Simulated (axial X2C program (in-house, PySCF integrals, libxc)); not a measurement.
The numbers below are computed, except where a source is named.
## SO⁻: input and output

Program: an in-house relativistic program for diatomic molecules.

Input:
```json
{"zs": [16, 8], "q": -1, "bas": ["dyall-av3z", "dyall-av3z"], "levels": ["PBE0", "HF", "TPSSh"], "cc": true, "r0": 1.51, "thr": -2.0, "nmax": 90, "npts": 10, "nst": 2, "ntry": 6}
```
```bash
python so2c.py task.json out
```

Keys: zs atomic numbers; q charge; bas basis sets; levels methods; cc coupled cluster on or off; r0 starting distance in Å; thr threshold in hartree for freezing inner shells (an s shell follows its p shell); nmax most natural virtual spinors; npts points on the curve; nst determinants followed; ntry starts of the search. HF also brings MP2.

Output of the HF step, scalar-relativistic, at R = 1.579 Å for the state M_S = 1/2, Λ = 1. It starts from PBE0 orbitals of this distance.

```
spin-free X2C-1e  HF
basis functions 116  fitting functions 600  grid points 4351
iter        total energy     max residual
   1       -473.534414440     8.07e-02
   2       -473.549913913     9.01e-03
   3       -473.551059955     3.28e-03
   4       -473.551353037     4.76e-03
   5       -473.551554073     2.51e-03
   6       -473.551705846     2.44e-03
   7       -473.551886415     1.50e-03
   8       -473.552041823     9.03e-04
   9       -473.552101335     4.49e-04
  10       -473.552119545     1.51e-04
  11       -473.552121161     3.40e-05
  12       -473.552121258     1.38e-05
  13       -473.552121273     5.59e-06
  14       -473.552121275     2.80e-06
  15       -473.552121276     9.05e-07
converged
one-electron -746.72695855  Coulomb 263.82359661  exact exchange -33.54596200  xc functional 0.00000000  nuclear repulsion 42.89720266
correlated 13  virtual 195  natural virtual 90  E(MP2) -0.421757226  MP2 remainder -0.021334029
iter   CCSD correlation   residual
   1     -0.400201509   1.40e-01
   2     -0.412636263   5.49e-02
   3     -0.416166207   2.35e-02
   4     -0.416590717   1.15e-02
   5     -0.416948832   6.15e-03
   6     -0.417013405   2.63e-03
   7     -0.417023065   7.25e-04
   8     -0.417029492   2.50e-04
   9     -0.417024026   9.75e-05
  10     -0.417025327   3.51e-05
  11     -0.417024628   1.36e-05
  12     -0.417024791   5.36e-06
  13     -0.417024781   1.97e-06
(T) -0.019247056  T1 0.0354  D1 0.0981  max T2 0.056
```
Energies are in hartree; totals compare only within one Hamiltonian and basis. T1 in the output is the amplitude norm over the root of the electron number; divide by √2 for the Lee–Taylor value.
